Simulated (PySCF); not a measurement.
Fluorine: a sound run and one with changed settings

Sound run: F [He] 2s2 2p5, F+ [He] 2s2 2p4. Calculation: PySCF 2.14, in def2-TZVP (5s3p2d1f, 31 functions); no relativity, point nucleus. The sound run starts from symmetry-adapted Hartree-Fock orbitals and uses a fine grid where one is needed.

Changed run: initial guess sap, at most 5 SCF cycles. This setting is unsound on purpose.

| species | method | sound run (hartree) | changed run (hartree) | converged |
| --- | --- | --- | --- | --- |
| F | UHF | -99.41180 | -99.41180 | no |
| F | M06-L | -99.75374 | -99.75374 | no |
| F | MN15 | -99.68628 | -99.68628 | no |
| F+ | UHF | -98.83647 | -98.83647 | no |
| F+ | M06-L | -99.12123 | -99.12123 | no |
| F+ | MN15 | -99.04016 | -99.04016 | no |

The SCF was stopped early; the energies are upper bounds that still move, and correlated levels were skipped or rest on poor orbitals.
